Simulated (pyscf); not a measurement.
`[PH2][GeH3]` + `[GaH3]` → `[GaH2][PH][GeH3]` + `[H][H]` (four-centre exchange; singlet surface; H–P, Ga–H broken, Ga–P, H–H formed). Structures and frequencies: ωB97X-D3(BJ)/def2-SVP in PySCF. Rate constants from transition-state theory, ωB97M-D3(BJ)/def2-TZVP energies (ideal gas, 1 atm, RRHO with modes under 100 cm⁻¹ raised to 100, one conformer, R ln 2 for chiral ones without a mode under 150 cm⁻¹; no tunnelling), k in cm³ molecule⁻¹ s⁻¹.

| T (K) | 1000/T | log10 k |
|---|---|---|
| 298 | 3.354 | -30.89 |
| 600 | 1.667 | -22.04 |
| 900 | 1.111 | ? |
| 1200 | 0.833 | -17.23 |

Q: Fit an Arrhenius line to the three values, give the activation energy, and predict k at 900 K.

A: Least squares gives log10 k = -12.86 − 5.39 × 1000/T, so Ea = 5.39 × ln 10 × 1.987 = 24.7 kcal/mol, against an electronic barrier of 22.3. At 900 K the line gives -18.85; the computed value is -18.91 (ΔG‡ = 54.7 kcal/mol), a factor 1.2 under the line, since the plot is curved. On the reactant side the descent ends in a complex, 6.0 kcal/mol under the separated species and 22.8 kcal/mol under the saddle at ωB97X-D3(BJ)/def2-TZVP. At the saddle there is also a short Ga–H contact that neither side keeps. At ωB97X-D3(BJ)/def2-TZVP the barrier from the zero used here is 16.9 kcal/mol. One saddle was located; it need not be the lowest between these sides. Elements up to Kr have no core potential and no relativistic terms here.
